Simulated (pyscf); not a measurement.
HO–P(OH)–OH + SiH₂ [singlet] -> O=P–OH + HO–SiH: [singlet] + H₂ (multi-bond step; singlet surface; H–O, O–P, H–Si broken, O–Si, H–H formed). Structures and frequencies: ωB97X-D3(BJ)/def2-SVP in PySCF. Energies in kcal/mol from the separated reactants.

```csv
level,barrier,reaction energy
PBE/def2-TZVP,…,…
r²SCAN/def2-TZVP,-14.4,-7.4
B3LYP-D3(BJ)/def2-TZVP,-13.2,-9.0
PBE0-D3(BJ)/def2-TZVP,-11.5,-3.1
M06-2X/def2-TZVP,-8.9,-4.9
HF/def2-TZVP,…,-0.5
```

**Question.** Complete the blanks.

**Answer.** 
- PBE/def2-TZVP, barrier: -15.7
- PBE/def2-TZVP, reaction energy: -9.8
- HF/def2-TZVP, barrier: 13.7

On the reactant side the descent ends in an adduct with a O–Si contact (not fully relaxed), 26.2 kcal/mol under the separated species and 16.3 kcal/mol under the saddle at ωB97X-D3(BJ)/def2-TZVP. On the product side the descent ends in a complex, 7.5 kcal/mol under the separated species and 2.9 kcal/mol under the saddle at ωB97X-D3(BJ)/def2-TZVP. At PBE, r²SCAN, B3LYP-D3(BJ), PBE0-D3(BJ), M06-2X the saddle lies under the separated reactants, which points to a path from their complex (located at ωB97X-D3(BJ) alone). At PBE, r²SCAN, B3LYP-D3(BJ), PBE0-D3(BJ), M06-2X the saddle lies under the separated products, which points to a path from their complex (located at ωB97X-D3(BJ) alone). What is counted as formed (O–Si) is already present as a longer contact in the reactant adduct; forming that adduct is a step of its own. This is the saddle that the search found; another between the same sides may lie lower.
